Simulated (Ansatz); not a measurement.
System: GeS (Pnma, No. 62). Method: G0W0@PBEsol+SOC in Ansatz (hard PAW, contour deformation, complete-basis limit, spin–orbit shift from PBEsol).

Run with largest k mesh 2×6×6 (not extrapolated in the mesh).

Cell (measured lattice):

```
CELL_PARAMETERS angstrom
     10.47000     0.00000     0.00000
      0.00000     3.64100     0.00000
      0.00000     0.00000     4.29700
ATOMIC_POSITIONS crystal
  Ge 0.62200 0.25000 0.37300
  Ge 0.87800 0.75000 0.87300
  Ge 0.12200 0.25000 0.12700
  Ge 0.37800 0.75000 0.62700
  S  0.84910 0.25000 0.50110
  S  0.65090 0.75000 0.00110
  S  0.34910 0.25000 0.99890
  S  0.15090 0.75000 0.49890
```

Estimate the band gap that the calculation returns.


- band gap: 1.56 eV

Measured, for comparison: band gap 1.65 eV (room temperature, no zero-point or thermal correction, our sources range from 1.58 to 1.65; as tabulated in Setten et al. (2017), arXiv:1709.07349).

Note: filled d or f shells below the valence bands can shift G0W0 gaps through exchange with them, which wasn't tested here; spin–orbit coupling enters as the shift of the gap found with a semilocal functional; cell and atoms aren't relaxed at this level.

The computed numbers hold no vibrational or temperature effects.

Computing time: around 8 core-hours (rough).

Ansatz is an electronic-structure program.
